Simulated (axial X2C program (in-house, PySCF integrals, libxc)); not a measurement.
**A two-component session on AlF⁺: properties at the nuclei**

Aim: properties at the nuclei of AlF⁺, with spin–orbit coupling in the Hamiltonian from the start.

Computed with an in-house X2C program for linear molecules on PySCF integrals. Level: two-component X2C with atomic mean-field terms, Al dyall-av3z, F dyall-av3z.

All values are calculated.

## 1. Input

task.json reads:

```json
{
 "zs": [
  13,
  9
 ],
 "q": 1,
 "bas": [
  "dyall-av3z",
  "dyall-av3z"
 ],
 "r0": 1.9,
 "levels": [
  "PBE0",
  "HF",
  "B3LYP"
 ],
 "nst": 1,
 "ff": 1,
 "thr": -3.5,
 "nmax": 130,
 "opt": {
  "ecut": 60
 }
}
```

Keys: zs atomic numbers; q charge; bas basis sets; r0 starting distance in Å; levels methods (HF also brings MP2); nst determinants followed; ff finite-field run; thr threshold in hartree for freezing inner shells (an s shell follows its p shell); nmax most natural virtual spinors; ecut virtual cutoff in hartree.

The run is started by

```
$ python soeom.py task.json out
```

Nuclei are Gaussian, cores are contracted, and the Gaunt term is on.

## 2. Expectation values, lowest determinant

R = 1.612 Å. State: Ω = 1/2 (excess of +ω over −ω: ω = 1/2).

Output of the PBE0 run:

```text
two-component X2C + atomic mean field  PBE0
basis functions 119  fitting functions 623  grid points 4354
iter        total energy     max residual
   1       -342.326140134     2.89e-06
   2       -342.326140135     1.43e-06
converged
one-electron -547.36391800  Coulomb 195.42546234  exact exchange -7.01940963  xc functional -21.74137858  nuclear repulsion 38.40802337  atomic mean-field constant -0.03491963
```

The highest occupied spinor is 55% Al s, 24% Al p, 15% F p.

```
level  Eeff magnitude (GV/cm)  Ws magnitude Al (kHz)  A∥/gI Al (MHz)  qzz Al (a.u.)  A∥/gI F (MHz)  qzz F (a.u.)
 PBE0                   0.212                  0.151            1860          -1.14           97.2          0.81
   HF                   0.216                  0.154            1920          -1.32           93.3          0.67
B3LYP                   0.218                  0.156            1930          -1.12            102          0.82
```

Eeff is the effective electric field on the electron dipole moment in this Ω state and Ws the scalar–pseudoscalar constant (defined with the proton number Z and per Ω); A∥ is the parallel hyperfine constant, which follows by multiplying with the nuclear g factor gI = μI/(I μN); qzz is the electric field gradient, eQq0 = 234.96 MHz × Q/barn × qzz. The operators were transformed with the bare-nucleus X2C matrices.

## 3. Finite-field coupled cluster

Output:

```text
two-component X2C + atomic mean field  HF
basis functions 119  fitting functions 623  grid points 4354
iter        total energy     max residual
   1       -341.642990452     7.94e-02
   2       -341.657137641     5.45e-03
   3       -341.657842667     3.13e-03
   4       -341.658009495     1.67e-03
   5       -341.658063953     7.15e-04
   6       -341.658078512     2.35e-04
   7       -341.658079986     5.01e-05
   8       -341.658080114     2.75e-05
   9       -341.658080141     9.71e-06
  10       -341.658080144     2.06e-06
  11       -341.658080144     4.19e-07
converged
one-electron -547.47003871  Coulomb 195.60288046  exact exchange -28.16402563  xc functional 0.00000000  nuclear repulsion 38.40802337  atomic mean-field constant -0.03491963
correlated 17  virtual 207  natural virtual 109  E(MP2) -0.418209320  MP2 remainder -0.003972595
iter   CCSD correlation   residual
   1     -0.405121519   9.56e-02
   2     -0.411667529   4.22e-02
   3     -0.414007141   1.39e-02
   4     -0.413958419   4.93e-03
   5     -0.413898075   1.59e-03
   6     -0.413912166   5.28e-04
   7     -0.413912559   2.12e-04
   8     -0.413913574   7.34e-05
   9     -0.413912689   2.97e-05
  10     -0.413912613   9.00e-06
  11     -0.413912541   2.85e-06
  12     -0.413912524   1.06e-06
(T) -0.010649892  T1 0.0174  D1 0.0380  max T2 0.022
```

T1 in the output is the amplitude norm over the root of the electron number; divide by √2 for the Lee–Taylor value.

17 electrons correlated in 109 natural virtual spinors, MP2 remainder added; T1 = 0.012.

```
  level  Eeff magnitude (GV/cm)  Ws magnitude Al (kHz)  A∥/gI Al (MHz)  qzz Al (a.u.)  A∥/gI F (MHz)
     HF                   0.216                  0.154            1920          -1.32           93.3
    MP2                   0.211                  0.151            1900          -1.21           86.2
   CCSD                   0.212                  0.151            1890          -1.22           92.9
CCSD(T)                   0.211                   0.15            1880          -1.19           93.9
```

## 4. Results

| quantity | value |
| --- | --- |
| lowest determinant | Ω = 1/2 (excess of +ω over −ω: ω = 1/2) |
| Eeff magnitude (GV/cm), PBE0 | 0.212 |
| Ws magnitude Al (kHz), PBE0 | 0.151 |
| A∥/gI Al (MHz), PBE0 | 1860 |
| qzz Al (a.u.), PBE0 | -1.14 |
| Eeff magnitude (GV/cm), CCSD(T) | 0.211 |
| Ws magnitude Al (kHz), CCSD(T) | 0.15 |
| A∥/gI Al (MHz), CCSD(T) | 1880 |
| qzz Al (a.u.), CCSD(T) | -1.19 |

**Reading.** In the first state, the effective field runs from 0.212 to 0.218 GV/cm over the mean-field levels. The expectation values come from single determinants, which for open shells can mix terms of unlike spin or miss the lowest Ω, so a determinant need not be a state. Eeff is the effective electric field on the electron dipole moment in this Ω state and Ws the scalar–pseudoscalar constant (defined with the proton number Z and per Ω); A∥ is the parallel hyperfine constant, which follows by multiplying with the nuclear g factor gI = μI/(I μN); qzz is the electric field gradient, eQq0 = 234.96 MHz × Q/barn × qzz. The operators were transformed with the bare-nucleus X2C matrices. Correlation of the inner shells is missing, which matters for properties at the nucleus.
